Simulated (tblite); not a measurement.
Compound: C3H3P.
SMILES: `C=CC#P`

Method: GFN2-xTB as coded in tblite; computed harmonic values from a numerical Hessian at the method's own geometry, unscaled. This tight-binding method is rough: wavenumbers can miss measured ones by several per cent, in bad cases by 10 to 20.

Harmonic wavenumbers (cm⁻¹): 152.1, 227.0, 477.5, 633.3, 799.8, 864.6, 973.3, 1033.0, 1259.6, 1388.7, 1608.9, 1718.9, 3006.1, 3106.5, 3136.5.

A = 47017, B = 2847, C = 2684 MHz; mass 69.997 u (most abundant isotopes); point group Cs, symmetry number 1.

Q: Zero-point energy?

A: ½Σν̃ = 10193 cm⁻¹ = 121.93 kJ/mol.

Q: Give the ideal-gas entropy at 350 K and 1 bar in the rigid-rotor, harmonic-oscillator model (classical rotation).

A: Translation 165.17, rotation 103.70, vibration 32.35: S = 301.2 J/(mol K).

Q: And Cp and H(350 K) − H(0)?

A: Cp = 74.57 J/(mol K), of which vibrations give 41.31 (their classical limit is 15 R = 124.7); H(350 K) − H(0) = 18.29 kJ/mol without the zero-point energy, 6.65 from vibrations.

Q: Which modes carry the vibrational entropy at 350 K?

A: 152.1 cm⁻¹: 12.35; 227.0 cm⁻¹: 9.18; 477.5 cm⁻¹: 3.93; 633.3 cm⁻¹: 2.37; 799.8 cm⁻¹: 1.38; 864.6 cm⁻¹: 1.11 J/(mol K); the other 9 give 2.03 together.

Q: How do the functions run with temperature in this model?

A: 
```csv
T (K),S (J/(mol K)),Cp (J/(mol K)),H − H(0) (kJ/mol),G − H(0) (kJ/mol),ln q(vib)
100,232.0,43.1,3.67,-19.53,0.16
200,265.5,55.0,8.57,-44.52,0.68
300,290.2,68.1,14.72,-72.35,1.28
500,330.7,91.3,30.78,-134.59,2.61
800,378.9,113.5,61.80,-241.35,4.64
1000,405.4,123.2,85.52,-319.84,5.93
```

q(vib) and H(0) count from the zero-point level.

Hindered rotation and anharmonicity are outside this model.
